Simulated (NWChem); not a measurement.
Everything below was run with NWChem. System: CHO (+1), charge 1, spin multiplicity 1, at a geometry optimised with PBE/def2-SVP. The structure started from a generated list of species. Level: PBE/def2-QZVP.

Output (cleaned and shortened):

```
             Northwest Computational Chemistry Package (NWChem) 7.3.0
             --------------------------------------------------------

                                NWChem Input Module
                                -------------------

 Scaling coordinates for geometry "geometry" by  1.889725989
 (inverse scale =  0.529177249)

 Turning off AUTOSYM since
 SYMMETRY directive was detected!

                             Geometry "geometry" -> ""
                             -------------------------

 Output coordinates in angstroms (scale by  1.889725989 to convert to a.u.)

  No.       Tag          Charge          X              Y              Z
 ---- ---------------- ---------- -------------- -------------- --------------
    1 C                    6.0000     0.00000000     0.00000000    -0.52191500
    2 O                    8.0000     0.00000000     0.00000000     0.59655000
    3 H                    1.0000     0.00000000     0.00000000    -1.64090800

 Effective nuclear repulsion energy (a.u.)      27.4396452047

            Nuclear Dipole moment (a.u.)
            ----------------------------
        X                 Y               Z
 ---------------- ---------------- ----------------
     0.0000000000     0.0000000000     0.0000037795

      Symmetry information
      --------------------

 Group name             C2v
 Group number             16
 Group order               4
 No. of unique centers     3

      Symmetry unique atoms

     1    2    3


 Summary of "ao basis" -> "" (spherical)
 ------------------------------------------------------------------------------
       Tag                 Description            Shells   Functions and Types
 ---------------- ------------------------------  ------  ---------------------
 *                         def2-qzvp                  on all atoms

  pbe96 is a nonlocal functional; adding pw91lda local functional.

                                 NWChem DFT Module
                                 -----------------

 Summary of "ao basis" -> "ao basis" (spherical)
 ------------------------------------------------------------------------------
       Tag                 Description            Shells   Functions and Types
 ---------------- ------------------------------  ------  ---------------------
 C                         def2-qzvp                17       57   7s4p3d2f1g
 O                         def2-qzvp                17       57   7s4p3d2f1g
 H                         def2-qzvp                10       30   4s3p2d1f

 Summary of "ao basis" -> "ao basis" (spherical)
 ------------------------------------------------------------------------------
       Tag                 Description            Shells   Functions and Types
 ---------------- ------------------------------  ------  ---------------------
 C                         def2-qzvp                17       57   7s4p3d2f1g
 O                         def2-qzvp                17       57   7s4p3d2f1g
 H                         def2-qzvp                10       30   4s3p2d1f

      Symmetry analysis of basis
      --------------------------

        a1         61
        a2         17
        b1         33
        b2         33

            General Information
            -------------------
          SCF calculation type: DFT
          Wavefunction type:  closed shell.
          No. of atoms     :     3
          No. of electrons :    14
           Alpha electrons :     7
            Beta electrons :     7
          Charge           :     1
          Spin multiplicity:     1
          Use of symmetry is: on ; symmetry adaption is: on
          Maximum number of iterations: 100
          AO basis - number of functions:   144
                     number of shells:    44
          Convergence on energy requested:  1.00D-06
          Convergence on density requested:  1.00D-05
          Convergence on gradient requested:  5.00D-04

              XC Information
              --------------
          PerdewBurkeErnzerhof Exchange Functional  1.000
            Perdew 1991 LDA Correlation Functional  1.000 local
           PerdewBurkeErnz. Correlation Functional  1.000 non-local

             Grid Information
             ----------------
[...]
 !! scf_movecs_sym_adapt:   40 vectors were symmetry contaminated

 d= 0,ls=0.0,diis     4   -113.4289755714 -2.63D+00  2.50D-03  4.57D-01     5.5

 !! scf_movecs_sym_adapt:   52 vectors were symmetry contaminated

  Symmetry fudging

 !! scf_movecs_sym_adapt:   46 vectors were symmetry contaminated

 d= 0,ls=0.0,diis     5   -113.4498720769 -2.09D-02  6.93D-04  2.84D-01     5.8

 !! scf_movecs_sym_adapt:   48 vectors were symmetry contaminated

  Symmetry fudging

 !! scf_movecs_sym_adapt:   40 vectors were symmetry contaminated

  Resetting Diis
 d= 0,ls=0.0,diis     6   -113.4745396558 -2.47D-02  2.61D-04  3.61D-02     6.0

 !! scf_movecs_sym_adapt:   48 vectors were symmetry contaminated

  Symmetry fudging

 !! scf_movecs_sym_adapt:   46 vectors were symmetry contaminated

 d= 0,ls=0.0,diis     7   -113.4777556051 -3.22D-03  3.12D-04  2.70D-03     6.2

 !! scf_movecs_sym_adapt:   46 vectors were symmetry contaminated

  Symmetry fudging

 !! scf_movecs_sym_adapt:   42 vectors were symmetry contaminated

 d= 0,ls=0.0,diis     8   -113.4763191244  1.44D-03  2.40D-04  1.83D-02     6.5

 !! scf_movecs_sym_adapt:   48 vectors were symmetry contaminated

  Symmetry fudging

 !! scf_movecs_sym_adapt:   42 vectors were symmetry contaminated

 d= 0,ls=0.0,diis     9   -113.4779408618 -1.62D-03  5.09D-05  9.80D-04     6.7

 !! scf_movecs_sym_adapt:   50 vectors were symmetry contaminated

  Symmetry fudging

 !! scf_movecs_sym_adapt:   48 vectors were symmetry contaminated

 d= 0,ls=0.0,diis    10   -113.4780284565 -8.76D-05  2.96D-06  3.00D-06     6.9

 !! scf_movecs_sym_adapt:   50 vectors were symmetry contaminated

  Symmetry fudging

 !! scf_movecs_sym_adapt:   44 vectors were symmetry contaminated

 d= 0,ls=0.0,diis    11   -113.4780287500 -2.93D-07  1.62D-07  4.58D-09     7.1

         Total DFT energy =     -113.478028750024
      One electron energy =     -203.316679536144
           Coulomb energy =       76.224401878266
    Exchange-Corr. energy =      -13.825396296893
 Nuclear repulsion energy =       27.439645204748

 Numeric. integr. density =       14.000000037328

     Total iterative time =      5.6s

                  Occupations of the irreducible representations
                  ----------------------------------------------

                     irrep           alpha         beta
                     --------     --------     --------
                     a1                5.0          5.0
                     a2                0.0          0.0
                     b1                1.0          1.0
                     b2                1.0          1.0

                       DFT Final Molecular Orbital Analysis
                       ------------------------------------

 Vector    5  Occ=2.000000D+00  E=-8.074060D-01  Symmetry=a1
              MO Center=  5.9D-15, -2.7D-15,  4.8D-01, r^2= 9.7D-01
   Bfn.  Coefficient  Atom+Function         Bfn.  Coefficient  Atom+Function
  ----- ------------  ---------------      ----- ------------  ---------------
    63      0.310666  2 O  s                 67      0.304346  2 O  pz
    70      0.263109  2 O  pz                64      0.212535  2 O  s
    10     -0.194688  1 C  pz                73      0.182824  2 O  pz
    13     -0.170314  1 C  pz                62      0.139733  2 O  s
   116      0.094754  3 H  s                117      0.089316  3 H  s

 Vector    6  Occ=2.000000D+00  E=-7.729604D-01  Symmetry=b2
              MO Center=  3.3D-32, -1.1D-15,  2.3D-01, r^2= 7.8D-01
   Bfn.  Coefficient  Atom+Function         Bfn.  Coefficient  Atom+Function
  ----- ------------  ---------------      ----- ------------  ---------------
    66      0.309153  2 O  py                69      0.285760  2 O  py
    72      0.230999  2 O  py                 9      0.204336  1 C  py
    12      0.202982  1 C  py                15      0.125884  1 C  py
    75      0.052720  2 O  py                26      0.031623  1 C  d -1

 Vector    7  Occ=2.000000D+00  E=-7.729604D-01  Symmetry=b1
              MO Center= -7.8D-15, -1.5D-31,  2.3D-01, r^2= 7.8D-01
   Bfn.  Coefficient  Atom+Function         Bfn.  Coefficient  Atom+Function
  ----- ------------  ---------------      ----- ------------  ---------------
    65      0.309153  2 O  px                68      0.285760  2 O  px
    71      0.230999  2 O  px                 8      0.204336  1 C  px
    11      0.202982  1 C  px                14      0.125884  1 C  px
    74      0.052720  2 O  px                28     -0.031623  1 C  d  1

 Vector    8  Occ=0.000000D+00  E=-4.254024D-01  Symmetry=b2
              MO Center= -8.5D-31,  5.1D-15, -2.9D-01, r^2= 1.3D+00
   Bfn.  Coefficient  Atom+Function         Bfn.  Coefficient  Atom+Function
  ----- ------------  ---------------      ----- ------------  ---------------
    15      0.353125  1 C  py                12      0.322298  1 C  py
     9      0.311245  1 C  py                66     -0.252646  2 O  py
    69     -0.240977  2 O  py                72     -0.225457  2 O  py
    75     -0.182670  2 O  py                18      0.148972  1 C  py
   126      0.046872  3 H  py                31     -0.044310  1 C  d -1

 Vector    9  Occ=0.000000D+00  E=-4.254024D-01  Symmetry=b1
              MO Center=  6.8D-15, -9.8D-31, -2.9D-01, r^2= 1.3D+00
   Bfn.  Coefficient  Atom+Function         Bfn.  Coefficient  Atom+Function
  ----- ------------  ---------------      ----- ------------  ---------------
    14      0.353125  1 C  px                11      0.322298  1 C  px
     8      0.311245  1 C  px                65     -0.252646  2 O  px
    68     -0.240977  2 O  px                71     -0.225457  2 O  px
    74     -0.182670  2 O  px                17      0.148972  1 C  px
   125      0.046872  3 H  px                33      0.044310  1 C  d  1

 Vector   10  Occ=0.000000D+00  E=-2.908700D-01  Symmetry=a1
              MO Center= -1.8D-30, -7.8D-31, -1.3D+00, r^2= 2.0D+00
   Bfn.  Coefficient  Atom+Function         Bfn.  Coefficient  Atom+Function
  ----- ------------  ---------------      ----- ------------  ---------------
     7      1.504865  1 C  s                  6      0.979683  1 C  s
   117     -0.984377  3 H  s                 64     -0.809537  2 O  s
   118     -0.601036  3 H  s                 73      0.310046  2 O  pz
   116     -0.289600  3 H  s                 63     -0.265747  2 O  s
    32      0.149353  1 C  d  0              76      0.131094  2 O  pz

 center of mass
 --------------
 x =   0.00000000 y =   0.00000000 z =   0.10588214

 moments of inertia (a.u.)
 ------------------
          41.365349655572           0.000000000000           0.000000000000
           0.000000000000          41.365349655572           0.000000000000
           0.000000000000           0.000000000000           0.000000000000

     Multipole analysis of the density
     ---------------------------------

     L   x y z        total         alpha         beta         nuclear
     -   - - -        -----         -----         ----         -------
     0   0 0 0      1.000000     -7.000000     -7.000000     15.000000

     1   1 0 0     -0.000000     -0.000000     -0.000000      0.000000
     1   0 1 0     -0.000000     -0.000000     -0.000000      0.000000
     1   0 0 1     -1.435620     -0.717812     -0.717812      0.000004

     2   2 0 0     -6.516451     -3.258225     -3.258225      0.000000
     2   1 1 0     -0.000000     -0.000000     -0.000000      0.000000
     2   1 0 1     -0.000000     -0.000000     -0.000000      0.000000
     2   0 2 0     -6.516451     -3.258225     -3.258225      0.000000
     2   0 1 1     -0.000000     -0.000000     -0.000000      0.000000
     2   0 0 2     -2.429222    -14.023887    -14.023887     25.618551

 Task  times  cpu:        7.2s     wall:        7.2s

 Total times  cpu:        7.2s     wall:        7.2s
```

Write an NWChem input that would produce this output.

One answer among several that fit: 
```
start mol
memory heap 200 mb stack 900 mb global 1100 mb
charge 1
geometry units angstroms nocenter noautoz
  C      0.000000     0.000000    -0.521915
  O      0.000000     0.000000     0.596550
  H      0.000000     0.000000    -1.640908
  symmetry group C2v
end
basis spherical
  * library def2-qzvp
end
dft
  xc xpbe96 cpbe96
  semidirect memsize 60000000 filesize 0
  iterations 100
end
task dft energy
```
